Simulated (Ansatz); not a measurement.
Anatase TiO2 (metastable phase): PBE at its full settings (plane-wave cutoff 520 eV, 12×12×12 k mesh, Fermi–Dirac smearing 0.01 eV, no spin polarisation, scalar-relativistic PAW data made under PBE) and at cheaper ones, in a cell of 6 atoms with Γ-centred meshes.

| level and setting | lattice parameter a (Å) | lattice parameter c (Å) | bulk modulus (GPa) |
|---|---|---|---|
| PBE (Ansatz) | 3.799 | 9.697 | 173 |
| PBE (2×2×2 k mesh) (Ansatz) | 3.679 | 10.379 | 197 |

Largest shifts from the full settings: lattice constant a -3.16 % (PBE (2×2×2 k mesh)), against a difference of +0.40 % of the full result from the reference 3.784 Å (measured, room temperature, not corrected to a static lattice; as tabulated in Horn, Schwerdtfeger, Meagher, Refinement of the structure of anatase at several …); lattice parameter c +7.03 % (PBE (2×2×2 k mesh)), against a difference of +1.92 % of the full result from the reference 9.514 Å (measured, room temperature, not corrected to a static lattice; as tabulated in Horn, Schwerdtfeger, Meagher, Refinement of the structure of anatase at several …); bulk modulus +13.9 % (PBE (2×2×2 k mesh)).

Ansatz's density-functional and Hartree–Fock values are scalar-relativistic unless marked +SOC, with PAW data made under PBE.

Run with cheap settings on purpose, which may leave them unconverged: PBE (2×2×2 k mesh).

Ansatz is a quantum-chemistry and plane-wave program.
